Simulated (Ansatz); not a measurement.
Process, species as SMILES: C=CF [fluoroethene] -> [CH-]=CF + H+

Wanted: gas-phase deprotonation energy (electronic), in kcal/mol. Terms: frozen cores in correlated levels; six Cartesian d functions in 6-31G* and its kin unless marked 5d; no spin-orbit coupling; no dispersion term unless named; non-relativistic. CBS(X,Y): correlation extrapolated as X^-3; Hartree-Fock from the larger set. The bracket is a focal-point correction in the basis named. Ab initio and DFT rows: single points at B3LYP-D3(BJ) geometries (Ansatz, an electronic-structure program). Sets without +, aug- or the D of def2-TZVPD hold no diffuse functions, which anions need.

| species | coefficient | E at MP2/6-31G* (Ansatz), Eh | E at B3LYP/def2-TZVPD (Ansatz), Eh |
|---|---|---|---|
| C=CF | -1 | -177.30320 | -177.90707 |
| [CH-]=CF | +1 | -176.63097 | -177.26770 |
| H+ | +1 | 0.00000 | 0.00000 |

Coupled cluster (Ansatz) is a level with limits of its own, used here on species with T1 under 0.025 (0.045 for open shells) and stable references: RI-MP2/CBS(aug-cc-pVTZ,aug-cc-pVQZ)+[CCSD(T)-MP2]/aug-cc-pVTZ. Value to compare with, RI-MP2/CBS(aug-cc-pVTZ,aug-cc-pVQZ)+[CCSD(T)-MP2]/aug-cc-pVTZ (Ansatz): 401.5 kcal/mol. 1 Eh = 627.5095 kcal/mol.

Question: Compute it at each level from the table, and compare with RI-MP2/CBS(aug-cc-pVTZ,aug-cc-pVQZ)+[CCSD(T)-MP2]/aug-cc-pVTZ (Ansatz).

Answer: 
- MP2/6-31G*: the sum of coefficient times E is 0.67223 Eh, or 421.83 kcal/mol. Result: 421.8 kcal/mol. Its difference against RI-MP2/CBS(aug-cc-pVTZ,aug-cc-pVQZ)+[CCSD(T)-MP2]/aug-cc-pVTZ (Ansatz) is 20.3 kcal/mol.
- B3LYP/def2-TZVPD: the sum of coefficient times E is 0.63937 Eh, or 401.21 kcal/mol. Result: 401.2 kcal/mol. Its difference against RI-MP2/CBS(aug-cc-pVTZ,aug-cc-pVQZ)+[CCSD(T)-MP2]/aug-cc-pVTZ (Ansatz) is -0.3 kcal/mol.
